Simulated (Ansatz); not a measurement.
# N₂O: how energies converge with the basis set

How large a basis does N₂O need? Two functionals and correlated methods are run in growing sets.

The runs use Ansatz 0.2.0, Gaussian basis; one geometry, several basis sets.

The runs, in order: PBE0-D4/def2-SVP; ωB97M-V/def2-SVP; PBE0-D4/def2-QZVPP; ωB97M-V/def2-QZVPP; CCSD(T)/cc-pV(D+d)Z; CCSD(T)/cc-pV(T+d)Z; CCSD(T)/cc-pV(Q+d)Z; the functionals' def2-TZVPP values are taken from earlier runs.

## Step 1: The relaxed structure

The geometry comes from an earlier relaxation with PBE0-D4 in a triple-zeta def2 set; it is a stationary point.

3 atoms, charge 0, spin multiplicity 1.

Atoms are counted from 1 here; the program's logs count them from 0.

Bond lengths: N1–N2 1.118 Å, N2–O3 1.174 Å. Angles: N1–N2–O3 180.0°.

## Step 2: PBE0-D4 in def2-SVP

The input, in.yaml:

```yaml
crystal:
  periodic: [false, false, false]
  atoms:
    - {symbol: N, position_ang: [0.335872, -1.083924, 0.069494]}
    - {symbol: N, position_ang: [0.005562, -0.017904, 0.001154]}
    - {symbol: O, position_ang: [-0.341444, 1.101828, -0.070658]}
basis:
  gaussian: {orbitals: def2-SVP}
hamiltonian: {xc: pbe0, dispersion: d4}
output: {orbitals: {seedname: orbitals}}
```

Run with:

```console
> ansatz run in.yaml --threads 2 --pin off --events-out ev --progress --plain --max-ram 32768MiB --backend cpu
```

After this run come: ωB97M-V in def2-SVP; PBE0-D4 in def2-QZVPP; ωB97M-V in def2-QZVPP; CCSD(T) in cc-pV(D+d)Z; CCSD(T) in cc-pV(T+d)Z; CCSD(T) in cc-pV(Q+d)Z.

Q: Predict the results of all the runs planned. Wanted: MP2 correlation recovered, cc-pV(D+d)Z; MP2 correlation recovered, cc-pV(T+d)Z; MP2 correlation recovered, cc-pV(Q+d)Z; CCSD(T) limit from def2 sets; PBE0-D4: double and triple zeta above quadruple; ωB97M-V: double and triple zeta above quadruple.

**Answer**, as computed:

```
                                                                 quantity          value
                                   MP2 correlation recovered, cc-pV(D+d)Z         73.0 %
                                   MP2 correlation recovered, cc-pV(T+d)Z         89.4 %
                                   MP2 correlation recovered, cc-pV(Q+d)Z         95.6 %
CCSD(T) limit from def2 sets (earlier runs) less the limit of this series         24 meV
                          PBE0-D4: double and triple zeta above quadruple  6.21, 0.25 eV
                          ωB97M-V: double and triple zeta above quadruple  6.38, 0.23 eV
```

PBE0-D4 gains 5.96 eV from double to triple zeta, then 0.25 eV more. Correlation climbs from 73 % (cc-pV(D+d)Z) to 96 % (cc-pV(Q+d)Z) of the limit; Hartree-Fock is 0.111 eV from its own by then. A limit from the def2 sets, made apart, differs by 24 meV, a least measure of the doubt on such a limit. These are total energies; as a rule much of such shifts cancels in differences, which this series doesn't test.
